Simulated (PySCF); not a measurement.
nitrosomethane: calculation against experiment

**Experimental background.**

NIST CCCBDB Release 22 (SRD 101), experimental dipoles lists, for the gas: dipole moment (microwave Stark effect, vibrational ground state) 2.32 D.

The runs below try to reproduce these values; the comparison stands at the end.

Compound: nitrosomethane, CH3NO.
Atom-mapped SMILES: `[CH3:1][N:2]=[O:3]` (hydrogens: H4, H5, H6 on C1)

Cartesian coordinates in Å at the BHandHLYP/6-31+G* level; atoms count from 1:
```
atom  x, y, z in Å
C1    -0.4191   -0.0366   -0.0831
N2     0.9321   -0.4665    0.2804
O3     1.7362    0.4132    0.2826
H4    -1.0721   -0.3101    0.7423
H5    -0.7170   -0.6245   -0.9480
H6    -0.4555    1.0288   -0.2891
```

The PySCF runs (gas phase, on this BHandHLYP/6-31+G* geometry; no spin–orbit coupling):

```csv
level,job,basis functions,wall time
"BHandHLYP/6-31+G*, grid level 1",geometry optimisation from a GFN2-xTB start,60,6.4 s
```

Hardware: one thread, Intel Xeon Platinum 8488C (x86_64), on a shared host.

All basis functions are spherical.

**Comparison with experiment**

**Dipole moment.** Measured: 2.32 D (NIST CCCBDB Release 22 (SRD 101), experimental dipoles).

| level | computed (D) | computed − measured (D) | % (from the printed values) |
| --- | --- | --- | --- |
| BHandHLYP/6-31+G* | 2.65 | +0.33 | +14 |

The computed dipoles belong to one fixed geometry; measured ones are averaged over vibrations unless marked μe. Magnitudes are compared, not signs.

The geometry is computed, not the measured one. Where a level misses, the cause wasn't examined.
